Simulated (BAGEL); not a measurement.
**triplet BH2SF at 4 levels**

We compute a comparison of 4 runs (UHF/3-21G, ROHF/6-31G*, ROHF/def2-SVPD, UHF/def2-SVPD) of triplet BH2SF. 

The results are computed with BAGEL 1.2.2.

### Step 1. Starting point

BH2SF has 5 atoms, charge 0, and is taken as a triplet. SMILES of the parent species: `FBS`. The shape is that of a PBE0-D4/def2-TZVP optimisation. This is one conformer, not always the lowest. That shape belongs to the parent species and isn't relaxed for this state.

Bond lengths: F1–B2 1.322 Å, B2–S3 1.794 Å, B2–H4 1.194 Å, S3–H5 1.342 Å. Angles: F1–B2–S3 117.9°, F1–B2–H4 119.5°, S3–B2–H4 122.6°, B2–S3–H5 94.9°.

### Step 2. A single-point energy at UHF/3-21G (density fitting with qzvpp-jkfit) (run 1)

The input, input.json:

```json
{ "bagel" : [

{
  "title" : "molecule",
  "basis" : "3-21g",
  "df_basis" : "qzvpp-jkfit",
  "angstrom" : true,
  "geometry" : [
    { "atom" : "F", "xyz" : [      -1.119100,      -0.905900,      -1.069200 ] },
    { "atom" : "B", "xyz" : [      -0.412800,      -0.339100,      -0.106100 ] },
    { "atom" : "S", "xyz" : [       0.972400,       0.698600,      -0.579400 ] },
    { "atom" : "H", "xyz" : [      -0.712000,      -0.530900,       1.033700 ] },
    { "atom" : "H", "xyz" : [       1.321400,       1.003700,       0.679600 ] }
  ]
},

{ "title" : "uhf", "nopen" : 2 },

{ "title" : "print", "file" : "orbitals.molden", "orbitals" : true }

]}
```

The run is started by

```sh
$ BAGEL_NUM_THREADS=1 BAGEL input.json > input.out
```

Standard output:

```text
* using 1 threads per process

  ===============================================================
  ===============================================================

  *** Geometry ***

  { "atom" : "F", "xyz" : [     -2.114793,     -1.711903,     -2.020495 ] },
  { "atom" : "B", "xyz" : [     -0.780079,     -0.640806,     -0.200500 ] },
  { "atom" : "S", "xyz" : [      1.837570,      1.320163,     -1.094907 ] },
  { "atom" : "H", "xyz" : [     -1.345485,     -1.003256,      1.953410 ] },
  { "atom" : "H", "xyz" : [      2.497084,      1.896718,      1.284258 ] },

  Number of auxiliary basis functions:      316

  Since a DF basis is specified, we compute 2- and 3-index integrals:
    o Being stored without compression. Storage requirement is 0.003 GB

  Number of basis functions:       35
  Number of electrons      :       32

    * METHOD: MOLECULE                             0.10

  *** Open-shell HF ***

  === Nuclear Repulsion ===
    86.6356269125

      * DIIS with orbital gradients will be used.

  === UHF iteration (3-21g) ===
      0       -519.91722351          0.05890754           0.03
      1       -520.00467424          0.03259586           0.03
      2       -520.02117966          0.01849888           0.03
      3       -520.02813195          0.00107376           0.03
      4       -520.02842757          0.00021269           0.03
      5       -520.02848108          0.00010238           0.03
      6       -520.02850751          0.00002989           0.03
      7       -520.02851201          0.00001083           0.03
      8       -520.02851317          0.00000269           0.03
      9       -520.02851331          0.00000147           0.03
     10       -520.02851336          0.00000096           0.03
     11       -520.02851338          0.00000067           0.03
     12       -520.02851339          0.00000046           0.03
     13       -520.02851339          0.00000026           0.03
     14       -520.02851339          0.00000014           0.03
     15       -520.02851339          0.00000007           0.03
     16       -520.02851339          0.00000004           0.03
     17       -520.02851339          0.00000002           0.03
     18       -520.02851339          0.00000000           0.03
    * SCF iteration converged.

    * S^2 (UHF) is 2.0170

    * Permanent dipole moment:
           (   -1.690058,    -1.296518,    -0.389465) a.u.

    * METHOD: UHF                                  0.62

    * METHOD: PRINT                                0.01

  ===============================================================
```

Run time: 0.89 s. Hardware: 1 thread of Arm Neoverse N1, shared host.

### Step 3. A single-point energy at ROHF/6-31G(d) (density fitting with qzvpp-jkfit, spherical functions) (run 2)

The input, hf.json:

```json
{ "bagel": [

{
  "title": "molecule",
  "basis": "6-31gs.json",
  "df_basis": "qzvpp-jkfit",
  "angstrom": true,
  "geometry": [
    { "atom": "F", "xyz": [      -1.119100,      -0.905900,      -1.069200 ] },
    { "atom": "B", "xyz": [      -0.412800,      -0.339100,      -0.106100 ] },
    { "atom": "S", "xyz": [       0.972400,       0.698600,      -0.579400 ] },
    { "atom": "H", "xyz": [      -0.712000,      -0.530900,       1.033700 ] },
    { "atom": "H", "xyz": [       1.321400,       1.003700,       0.679600 ] }
  ]
},

{
  "title": "rohf",
  "nopen": 2
},

{
  "title": "print",
  "file": "orbitals.molden",
  "orbitals": true
}

]}
```

The basis set 6-31G* is read from a file made from the Basis Set Exchange's data (not shown).

The run is started by

```sh
$ BAGEL_NUM_THREADS=1 BAGEL hf.json > hf.out
```

Standard output:

```text
* using 1 threads per process

  ===============================================================
  ===============================================================

  *** Geometry ***

  { "atom" : "F", "xyz" : [     -2.114793,     -1.711903,     -2.020495 ] },
  { "atom" : "B", "xyz" : [     -0.780079,     -0.640806,     -0.200500 ] },
  { "atom" : "S", "xyz" : [      1.837570,      1.320163,     -1.094907 ] },
  { "atom" : "H", "xyz" : [     -1.345485,     -1.003256,      1.953410 ] },
  { "atom" : "H", "xyz" : [      2.497084,      1.896718,      1.284258 ] },

  Number of auxiliary basis functions:      316

  Since a DF basis is specified, we compute 2- and 3-index integrals:
    o Being stored without compression. Storage requirement is 0.006 GB

  Number of basis functions:       50
  Number of electrons      :       32

    * METHOD: MOLECULE                             0.13

  *** Open-shell HF ***

  === Nuclear Repulsion ===
    86.6356269125

      * DIIS with orbital gradients will be used.

  === ROHF iteration (6-31gs.json) ===
      0       -522.50811104          0.05066456           0.04
      1       -522.61935251          0.02864549           0.04
      2       -522.64459339          0.01707617           0.04
      3       -522.65763420          0.00118897           0.04
      4       -522.65774836          0.00030125           0.04
      5       -522.65777283          0.00008672           0.04
      6       -522.65777629          0.00002344           0.04
      7       -522.65777756          0.00000633           0.04
      8       -522.65777790          0.00000173           0.04
      9       -522.65777797          0.00000069           0.04
     10       -522.65777799          0.00000053           0.04
     11       -522.65777799          0.00000044           0.04
     12       -522.65777799          0.00000033           0.04
     13       -522.65777800          0.00000015           0.04
     14       -522.65777800          0.00000007           0.04
     15       -522.65777800          0.00000005           0.04
     16       -522.65777800          0.00000003           0.04
     17       -522.65777800          0.00000002           0.04
     18       -522.65777800          0.00000001           0.04
    * SCF iteration converged.

    * S^2 (ROHF) is 2.0000

    * Permanent dipole moment:
           (   -1.681063,    -1.283733,    -0.200922) a.u.

    * METHOD: ROHF                                 0.92

    * METHOD: PRINT                                0.01

  ===============================================================
```

It took 1.2 s on 1 thread of Arm Neoverse N1, shared host.

Run 3 isn't shown in full; the table further down has it.

### Step 4. The energy at UHF/def2-SVPD (density fitting with qzvpp-jkfit) (run 4)

The input, job.json:

```json
{ "bagel": [

{
  "title": "molecule",
  "basis": "def2-svpd.json",
  "df_basis": "qzvpp-jkfit",
  "angstrom": true,
  "geometry": [
    { "atom": "F", "xyz": [      -1.119100,      -0.905900,      -1.069200 ] },
    { "atom": "B", "xyz": [      -0.412800,      -0.339100,      -0.106100 ] },
    { "atom": "S", "xyz": [       0.972400,       0.698600,      -0.579400 ] },
    { "atom": "H", "xyz": [      -0.712000,      -0.530900,       1.033700 ] },
    { "atom": "H", "xyz": [       1.321400,       1.003700,       0.679600 ] }
  ]
},

{ "title": "uhf", "nopen": 2 },

{ "title": "print", "file": "orbitals.molden", "orbitals": true }

]}
```

The basis set def2-SVPD is read from a file made from the Basis Set Exchange's data (not shown).

The run is started by

```sh
$ BAGEL_NUM_THREADS=1 BAGEL job.json > job.out
```

Standard output:

```text
* using 1 threads per process

  ===============================================================
  ===============================================================

  *** Geometry ***

  { "atom" : "F", "xyz" : [     -2.114793,     -1.711903,     -2.020495 ] },
  { "atom" : "B", "xyz" : [     -0.780079,     -0.640806,     -0.200500 ] },
  { "atom" : "S", "xyz" : [      1.837570,      1.320163,     -1.094907 ] },
  { "atom" : "H", "xyz" : [     -1.345485,     -1.003256,      1.953410 ] },
  { "atom" : "H", "xyz" : [      2.497084,      1.896718,      1.284258 ] },

  Number of auxiliary basis functions:      316

  Since a DF basis is specified, we compute 2- and 3-index integrals:
    o Being stored without compression. Storage requirement is 0.019 GB

  Number of basis functions:       86
  Number of electrons      :       32

    * METHOD: MOLECULE                             0.15

  *** Open-shell HF ***

  === Nuclear Repulsion ===
    86.6356269125

      * DIIS with orbital gradients will be used.

  === UHF iteration (def2-svpd.json) ===
      0       -522.24032586          0.04648688           0.08
      1       -522.39707577          0.03289193           0.08
      2       -522.45624456          0.01910113           0.08
      3       -522.49272323          0.00152817           0.08
      4       -522.49327040          0.00042602           0.08
      5       -522.49333614          0.00011685           0.08
      6       -522.49335308          0.00003342           0.08
      7       -522.49335610          0.00001072           0.08
      8       -522.49335663          0.00000434           0.08
      9       -522.49335674          0.00000213           0.08
     10       -522.49335676          0.00000129           0.08
     11       -522.49335677          0.00000096           0.08
     12       -522.49335677          0.00000071           0.08
     13       -522.49335677          0.00000049           0.08
     14       -522.49335677          0.00000025           0.08
     15       -522.49335677          0.00000011           0.08
     16       -522.49335677          0.00000006           0.08
     17       -522.49335677          0.00000003           0.08
     18       -522.49335677          0.00000002           0.08
     19       -522.49335677          0.00000001           0.08
     20       -522.49335677          0.00000001           0.08
    * SCF iteration converged.

    * S^2 (UHF) is 2.0237

    * Permanent dipole moment:
           (   -1.520603,    -1.161042,    -0.176933) a.u.

    * METHOD: UHF                                  1.90

    * METHOD: PRINT                                0.02

  ===============================================================
```

It took 2.2 s on 1 thread of Arm Neoverse N1, shared host.

### Step 5. The series

| run | level | energy (Eh) | dipole moment (D) | ⟨S²⟩ | wall time |
| --- | --- | --- | --- | --- | --- |
| 1 | UHF/3-21G (density fitting with qzvpp-jkfit) | -520.028513 | 5.50 | 2.017 | 0.89 s |
| 2 | ROHF/6-31G* (density fitting with qzvpp-jkfit, spherical functions) | -522.657778 | 5.40 | 2.000 | 1.2 s |
| 3 | ROHF/def2-SVPD (density fitting with qzvpp-jkfit) | -522.485026 | 4.86 | 2.000 | 2.3 s |
| 4 | UHF/def2-SVPD (density fitting with qzvpp-jkfit) | -522.493357 | 4.88 | 2.024 | 2.2 s |

### Step 6. Summary of results

| quantity | value |
| --- | --- |
| run 4: total energy | -522.49336 Eh |
| run 4: dipole moment | 4.88 D |
| run 4: ⟨S²⟩ | 2.024 |

In words: The dipole moment (its size) runs from 4.86 D (ROHF/def2-SVPD) to 5.50 D (UHF/3-21G). The two ends differ in method and basis. All runs together took 6.7 s, the longest 2.3 s.
